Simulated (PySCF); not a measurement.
An unknown shows these calculated signals:

1H NMR (300 MHz, computed): δ 6.71 (br s, 2H), 6.47 (d, J = 3.7 Hz, 2H), 5.91 (d, J = 3.7 Hz, 2H).

13C{1H} NMR (computed): δ 128.2 (C), 117.8 (CH), 91.4 (CH).

Theory: PBE0-D3(BJ)/def2-SVP structure, NMR shieldings at PBE/pcSseg-1/GIAO, B3LYP/pcJ-1 coupling constants (spin–dipole term only in couplings to heteroatoms), in PySCF 2.14 (no relativistic terms, isolated molecule, single conformer, fast rotation and ring inversion assumed for equivalent nuclei).

δ = σ(ref) − σ, references computed at the same level: TMS for 1H (σref 31.20) and 13C (σref 180.03).

Which of these does the molecule contain: a vinyl group CH=CH2, an OH group, an NH or NH2 group, a carboxylic acid, a heteroaromatic ring?

Results:


- A vinyl group CH=CH2: no.
- An OH group: no.
- An NH or NH2 group: yes (δH 6.71 (br s)).
- A carboxylic acid: no.
- A heteroaromatic ring: yes.

The data belong to SMILES c1cc2[nH]ccc2[nH]1, C6H6N2; they needn't prove each group on their own.

Carbon signals by region: 2 in the sp2 and nitrile region (100–160 ppm), 1 at 50–100 ppm.

OH and NH positions are those of a molecule without intermolecular hydrogen bonds; in solution they move with solvent, concentration and temperature, and exchange usually removes their couplings. Splittings below 1 Hz are ignored in the labels, and close J values are merged. Couplings among chemically equivalent protons are left out too, so labels in AA′BB′ or AA′XX′ sets are apparent multiplicities. Unscaled 3J(H,H) at this level run about 10 % above measured values. Shifts are as computed. Against solution values, carbons near 30 ppm lie about +2 ppm off and those near 130 ppm about +2 ppm. Of 1211 compounds with measured shifts, 218 miss one by over three times the rms of a fit or turn the order of signals round; such compounds aren't used in these exercises. Couplings to exchangeable protons are dropped.
